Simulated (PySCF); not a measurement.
Electron affinity of P by level of theory

P⁻ [Ne] 3s2 3p4 (3P) → P [Ne] 3s2 3p3 (4S), as a difference of total energies. Calculation: PySCF 2.14, in dyall-acv3z (19s12p6d4f, 113 functions); the non-relativistic Hamiltonian (point nucleus). Correlated levels: valence: [Ne] frozen; valence and next inner shell: 1s2 frozen; virtual orbitals above 40 to 60 times the deepest correlated orbital energy dropped. The calculations carry no spin-orbit coupling.

```json
{"method": "UHF", "electron affinity (eV)": "-0.323"}
{"method": "LDA", "electron affinity (eV)": "1.041"}
{"method": "PBE", "electron affinity (eV)": "0.890"}
{"method": "PBE0", "electron affinity (eV)": "0.787"}
{"method": "r2SCAN", "electron affinity (eV)": "0.781"}
{"method": "TPSS", "electron affinity (eV)": "0.854"}
{"method": "M06-2X", "electron affinity (eV)": "0.864"}
{"method": "MN15", "electron affinity (eV)": "0.757"}
{"method": "MP2 (valence)", "electron affinity (eV)": "0.473"}
{"method": "SCS-MP2 (valence)", "electron affinity (eV)": "0.545"}
{"method": "MP2 (valence and next inner shell)", "electron affinity (eV)": "0.463"}
{"method": "SCS-MP2 (valence and next inner shell)", "electron affinity (eV)": "0.535"}
```

A first-order spin-orbit estimate (lowest level to lowest level, LS coupling) adds 0.012 eV.

Errors of the correlated levels include the incompleteness of this basis and the frozen core.

A negative affinity means that the anion lies above the atom at that level of theory.

In the anion the highest occupied orbital energy is positive at LDA, PBE, PBE0, r2SCAN, TPSS, M06-2X, MN15, a self-interaction effect; the basis confines that electron, and the energy difference can still be sensible.

For comparison: 0.747 eV (measured; photodetachment measurements, as compiled on the Wikipedia data page of electron affinities).
